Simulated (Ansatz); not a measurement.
**AlBS (triplet): wave-function methods side by side, def2-TZVPP**

One table from this session's results is given with a row withheld; the runs are named, their logs left out.

Computed with Ansatz 0.2.0, Gaussian basis. Level: def2-TZVPP, core rule «outside noble gas», up to 11 orbitals frozen.

To be run: UHF; ROHF; CCSD(T) on UHF.

2 further runs of the same task are left out: 2 set aside as unsound or not needed.

**The system**

The geometry is a PBE0/def2-TZVP stationary point (not a proven minimum) of the parent state, kept for this charge and spin.

3 atoms, charge 0, spin multiplicity 3.

Atoms are counted from 1 here; the program's logs count them from 0.

Bond lengths: Al1–B2 2.231 Å, B2–S3 1.617 Å. Angles: Al1–B2–S3 180.0°.

Set-up of the first run:

in.yaml

```yaml
crystal:
  periodic: [false, false, false]
  atoms:
    - {symbol: Al, position_ang: [0.000000, 0.000000, 2.026204]}
    - {symbol: B, position_ang: [0.000000, 0.000000, -0.204465]}
    - {symbol: S, position_ang: [0.000000, 0.000000, -1.821740]}
basis:
  gaussian: {orbitals: def2-TZVPP}
magnetization: {spin_polarized: true, initial_magnetization: 2}
hamiltonian: {xc: hf}
output: {orbitals: {seedname: orbitals}}
```

On the command line:

```console
$ ansatz run in.yaml --threads 1 --pin off --events-out ev --progress --plain --max-ram 4096MiB --backend cpu
```

Steps of the session up to this table: UHF; ROHF; CCSD(T) on UHF.

One table of the session follows, with a row left open; its other results are not shown here.

It belongs to the step «Misses and costs». 

```
  method  from UCCSD(T) (kcal/mol)
    ROHF                   +208.80
     UHF                         ?
    UMP2                    +29.32
   UCCSD                    +12.86
UCCSD(T)                         0
```

Q: Estimate the row for UHF from the others.

As computed: from UCCSD(T) (kcal/mol): +207.66. In the column «from UCCSD(T) (kcal/mol)» it lies between UMP2 (+29.32) and ROHF (+208.80).
